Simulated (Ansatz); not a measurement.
## How far each method lies from full CI for CH₃⁺, triplet

Geometry: a point of a stretch scan, not a stationary point.

| atom | x (Å) | y (Å) | z (Å) |
| --- | --- | --- | --- |
| C | 0.0000 | -0.1102 | 0.2079 |
| H | 0.0000 | 2.2164 | -3.0262 |
| H | 0.0000 | -0.1102 | 1.2908 |
| H | 0.0000 | -0.7936 | -0.7421 |

Basis cc-pVDZ; Ansatz 0.2.0. Only valence electrons are correlated (noble-gas cores frozen), which leaves 6 electrons in 28 orbitals. R marks a restricted (for open shells ROHF) determinant, U an unrestricted one. Active spaces: valence = (6e, 7o) chosen from the atoms' valence shells; pair = (4e, 4o) about the gap.

Full CI is exact within this basis and frozen core; it isn't the basis-set limit. The frozen core follows each run's orbitals, which can shift R against U totals by a few meV.

For open shells CISD is restricted-active-space CI with the open shells as a complete middle space.

The UHF ⟨S²⟩ is 2.006, the T1 diagnostic (RCCSD) is 0.0134 and the largest doubles amplitude (RCCSD) is 0.070. The T1 diagnostic (UCCSD) is 0.0071.

| level | E − E(full CI) (kJ/mol) | share of correlation (%) | wall time |
| --- | --- | --- | --- |
| RHF | 268.8 | 0.00 | – |
| UHF | 261.3 | 2.78 | – |
| RMP2 | 61.6 | 77.08 | – |
| UMP2 | 61.1 | 77.26 | – |
| CISD | 9.6 | 96.45 | 0.42 s |
| RCCSD | 4.8 | 98.23 | – |
| UCCSD | 4.7 | 98.27 | – |
| RCCSD(T) | 1.1 | 99.58 | 0.9 s |
| UCCSD(T) | 1.1 | 99.60 | 0.87 s |
| BCCD(T) | 1.1 | 99.58 | 0.63 s |
| RCCSDT | 0.1 | 99.96 | – |
| UCCSDT | 0.1 | 99.98 | – |
| RCCSDT(Q) | 0.0 | 99.99 | 3.6 s |
| UCCSDT(Q) | 0.0 | 100.01 | 3.3 s |
| CASSCF (pair space) | 221.3 | 17.64 | – |
| NEVPT2 (pair space) | 57.0 | 78.80 | 0.36 s |
| MRCISD (pair space) | 7.5 | 97.20 | – |
| MRCISD+Q (pair space) | -0.6 | 100.24 | 0.51 s |
| CASSCF (valence space) | 147.2 | 45.24 | – |
| NEVPT2 (valence space) | 39.3 | 85.37 | 0.99 s |
| MRCISD (valence space) | 5.0 | 98.15 | – |
| MRCISD+Q (valence space) | 1.7 | 99.35 | 1.5 s |
| MRCISD+Q(relaxed) (valence space) | -1.3 | 100.50 | 1.7 s |

The correlation energy at full CI, counted from RHF, is -2.785 eV. That run took 19 s on 1 thread of Arm Neoverse V1, shared host over 5,401,466 determinants.

Times hold each run's SCF and search for its determinant on a shared host, so for small cases they say little of a method's own cost; they ran on 1 thread of Arm Neoverse V1.

Not variational, and here over 5 meV under the exact energy: MRCISD+Q (pair space), MRCISD+Q(relaxed) (valence space).

The full-CI state has the irrep A' of Cs, in the program's axes.

Natural occupations of full CI about the gap: 1.960 1.956 1.000 0.991 0.023 0.021 0.017 0.006 0.006 0.006; effectively unpaired electrons, Σ n²(2−n)², 2.02.
